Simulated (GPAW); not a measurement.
# C2H3S (SMILES C[C]=S): UTPSS/plane waves (scalar-relativistic datasets, plane-wave cutoff 500 eV)

Wanted: ionisation energies of C2H3S. The job is set up through an ASE script.

The calculation is run with GPAW 26.7.0.

1 further run of the same task is left out (set aside as unsound or not needed). Runs told in other sessions of the task aren't counted.

## Step 1: The molecule

C2H3S has 6 atoms, charge 0, and is taken as a doublet. As SMILES, `C[C]=S`. The shape is that of a GFN2-xTB optimisation.

Bond lengths: C1–C2 1.458 Å, C2–S3 1.575 Å, C1–H4 1.090 Å, C1–H5 1.092 Å, C1–H6 1.093 Å. Angles: C1–C2–S3 136.0°, C2–C1–H4 111.2°, C2–C1–H5 109.6°, C2–C1–H6 110.3°, H4–C1–H5 108.8°, H4–C1–H6 109.0°, H5–C1–H6 107.9°.

## Step 2: Ionisation energies at UTPSS/plane waves (scalar-relativistic datasets, plane-wave cutoff 500 eV)

File gs.sdf:

```

     RDKit          3D

  6  5  0  0  0  0  0  0  0  0999 V2000
   -0.3464    0.3098   -0.2335 C   0  0  0  0  0  0  0  0  0  0  0  0
    0.2069   -0.8902    0.3834 C   0  0  0  0  0  2  0  0  0  0  0  0
    1.5796   -1.2983    1.0378 S   0  0  0  0  0  1  0  0  0  0  0  0
   -1.3869    0.1607   -0.5230 H   0  0  0  0  0  0  0  0  0  0  0  0
    0.2337    0.5648   -1.1232 H   0  0  0  0  0  0  0  0  0  0  0  0
   -0.2869    1.1531    0.4585 H   0  0  0  0  0  0  0  0  0  0  0  0
  2  1  1  0
  3  2  1  0
  4  1  1  0
  5  1  1  0
  6  1  1  0
M  RAD  2   2   3   3   2
M  END
$$$$
```

File gs.py:

```python
from ase.io import read
from gpaw import GPAW, PW

atoms = read('gs.sdf')
atoms.center(vacuum=4.5)

energies = {}
for name, charge, unpaired in [('neutral', 0, 1), ('oxidised', 1, 0)]:
    atoms.set_initial_magnetic_moments([unpaired / len(atoms)] * len(atoms))
    gpaw_calc = GPAW(mode={'name': 'pw', 'ecut': 500},
                     maxiter=60,
                     xc='TPSS',
                     convergence={'eigenstates': 1e-06},
                     charge=charge,
                     symmetry='off',
                     eigensolver='etdm-fdpw',
                     occupations={'name': 'fermi-dirac', 'width': 0.0, 'fixmagmom': unpaired > 0},
                     txt='-')
    atoms.calc = gpaw_calc
    energies[name] = atoms.get_potential_energy()
    print(f'{name:10} {energies[name]:12.5f} eV')

ip = energies['oxidised'] - energies['neutral']
print(f'Vertical IP             {ip:.3f} eV')
```

Run with:

```sh
$ python3 gs.py
```

What values should one expect? Wanted: first ionisation energy.

Computed results:

Level: UTPSS/plane waves (scalar-relativistic datasets, plane-wave cutoff 500 eV).

| quantity | value |
| --- | --- |
| first ionisation energy | 7.74 eV |
